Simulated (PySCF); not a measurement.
**Worked example for `O[SiH2]O` (H4O2Si): homolysis of bond O1–Si2**

Optimised structure (Å), atoms numbered from 1:
```
O    -1.1724    0.7495    0.4540
Si   -0.0876   -0.4246    0.0063
O     1.3692    0.1899   -0.5003
H    -1.4976    1.3238   -0.2455
H    -0.5789   -1.2024   -1.1624
H     0.0679   -1.2575    1.2285
H     1.9033    0.6322    0.1661
```

These are calculated values, B3LYP-D3(BJ)/def2-TZVP in PySCF (grid level 2) at geometries from PBE0-D3(BJ)/def2-SVP. Thermal corrections: PBE0-D3(BJ)/def2-SVP frequencies, unscaled, ideal gas at 298.15 K and 1 bar, quasi-RRHO entropy.

Step: `O[SiH2]O` → OH• + `O[SiH2]`.

| species | charge | multiplicity | E / Eh |
| --- | --- | --- | --- |
| `O[SiH2]O` | 0 | 1 | -442.549831 |
| OH• | 0 | 2 | -75.768394 |
| `O[SiH2]` | 0 | 2 | -366.574005 |

Thermal terms, products less reactant: Δ(H − E) = -15.87 kJ/mol, Δ(G − E) = -65.08 kJ/mol. 1 Eh = 2625.50 kJ/mol.

Q: What are ΔE, ΔH and ΔG of this step?

A: ΔE = 0.207432 Eh = 544.61 kJ/mol; ΔH = 528.7 kJ/mol; ΔG = 479.5 kJ/mol, all in the gas phase at 298.15 K and 1 bar. The digits show the arithmetic; the method itself can be off by 10 kJ/mol or more.
